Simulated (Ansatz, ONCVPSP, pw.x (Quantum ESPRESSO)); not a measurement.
**nitrogen (N): one change to the ONCV potential, in the atom and in the bcc crystal**

ONCVPSP 4.0.1.1 (patched build) input, shortened (lines: element, Z, core and valence counts, functional; n l f; lmax; l rc ep ncon nbas qcut; lloc lpopt rc5 dvloc0; l nproj debl; icmod fcfact rcfact), PBEsol, scalar-relativistic:

```
  N 7.00    1    2  -116133      upf
    1    0    2.00
    2    0    2.00
    2    1    3.00
    2
    0    0.90    0.00    4    7    8.80
    1    2.10    0.00    4    9    6.00
    2    1.55    0.11    4    8    5.50
    4    5    0.60    4.00
    0    2    3.30
    1    1    2.70
    2    2    1.20
    3    1.75    1.15
```

Change: s: qcut 11.8; p: qcut 8.1; d: qcut 7.4.

Cutoffs, loose and tight: the cutoffs (Ha) at which the residual kinetic energy of the hardest occupied pseudo-wave falls to 1 and 0.1 mHa per electron. They do not see the model core or the augmentation charge, which bear on the density cutoff. Test errors are all-electron minus pseudo excitation energies from the reference, over the configurations 2s2 2p2; 2s2 2p1; 2s2 2p0; 2s1 2p4; variants that change the core or the reference have their own tests.

Crystal test: bcc N in pw.x 7.5, no spin, 18³ k-points, Fermi–Dirac smearing 0.01 Ry, cutoffs set for each file from its atomic test. The reference is all-electron LAPW (Ansatz 0.2.0) with the same functional, mesh and smearing; V0 and B0 come from Birch–Murnaghan fits to the pressures at five volumes. Errors are pseudo minus all-electron; Δ is the rms difference of the E(V) curves that follow from these fits, minima aligned, over ±6 % about the mean V0. Mesh and smearing are coarse, so the numbers serve the comparison and aren't converged zero-temperature values; the lattice is a test structure that the element need not adopt. Spin polarisation is left out.

All-electron: a0 = 2.395 Å (V0 = 6.87 Å³/atom), B0 = 214.6 GPa.

Does the change bring the crystal closer to the all-electron result?

The mean pressure error goes from +3.08 to +1.64 GPa, so the change moves the solid closer to the all-electron pressures. At 80 % of its cutoff the pressure of the changed file moves by -1.77 GPa.

| quantity | base | changed |
| --- | --- | --- |
| outcome (atom) | generated | generated |
| cutoff, loose (atom) | 31 Ha | 34 Ha |
| cutoff, tight (atom) | 40 Ha | 43 Ha |
| bound ghosts (atom) | none | none |
| largest test error (meV) (atom) | +2318 | +1423 |
| cutoffs in pw.x (Ry) | 95/380 | 100/400 |
| a0 (Å) | 2.407 | 2.402 |
| a0 error (%) | +0.49 | +0.26 |
| B0 error (%) | -3.7 | -1.6 |
| Δ (meV/atom) | 4.6 | 2.5 |
| mean pressure error (GPa) | +3.08 | +1.64 |

Base: The largest radius (2.10 bohr) exceeds half the bond length (1.96 bohr), so the spheres overlap, which is one possible source of error among others. Changed file: The largest radius (2.10 bohr) exceeds half the bond length (1.96 bohr), so the spheres overlap, which is one possible source of error among others.
